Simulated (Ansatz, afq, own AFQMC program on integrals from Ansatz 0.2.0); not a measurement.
**Al$_{2}$, singlet: AFQMC among the cluster methods**

```xyz
2

Al    0.0000    0.0000    0.0000
Al    0.0000    0.0000    2.4600
```

Basis cc-pVDZ. Only valence electrons are correlated. Integrals, coupled cluster, full CI and functionals: Ansatz 0.2.0; the random walks run on the same integrals in our own AFQMC program. ph-AFQMC/CISD is guided by a CISD state made of CCSD amplitudes; releasing the constraint for a short imaginary time cuts its bias at the price of noise, slowly where states lie close. Uncertainties: one standard error, sampling alone.

Determinant: RHF, the one that the program's search chose, which needn't be the lowest solution. The geometry is a point of a scan.

Full CI on the same integrals is exact in this basis and with this determinant's frozen core.

Cautions: higher spins were not checked; restricted determinant unstable towards unrestricted (UHF 1.24 eV lower, ⟨S²⟩ 1.24); the search met a lower determinant of the same kind, perhaps of another symmetry (155 meV lower), and this one is a saddle point; strong correlation (T1 0.026, weight of the determinant 0.80, largest double 0.15); (T) is large, 6 % of the CCSD correlation; the CCSDTQ amplitudes may be one of several solutions (largest double 0.96); the released energies are still falling, so no released level is given (meV from the phaseless value at times in 1/Eh: -10 ± 4 at 0.24, -19 ± 4 at 0.51, -32 ± 3 at 0.99, -42.7 ± 2.4 at 1.62, -54 ± 4 at 2.40); CCSDTQ on the UHF determinant differs (477 meV lower), perhaps since the unrestricted series falls towards higher spin.

- T1 diagnostic: 0.0258
- weight of the determinant in the CISD state: 0.801
- size of the correlated space: 6 electrons in 26 orbitals

Reference: full CI, correlation energy -4.015 eV.

```csv
level,E − E(reference) (mEh),share of correlation (%)
HF,147.54,0.00
MP2,45.09,69.44
CCSD,14.28,90.32
CCSD(T),6.09,95.87
CCSDT,3.58,97.57
CCSDT(Q),1.30,99.12
CCSDTQ,0.14,99.91
ph-AFQMC/HF,10.19 ± 0.72,93.09
ph-AFQMC/CISD,5.83 ± 0.15,96.05
```

CCSDT and higher add their correlation energy to the determinant of the CCSD(T) run, since their own runs factorise the integrals more tightly (a shift of under 2 meV).
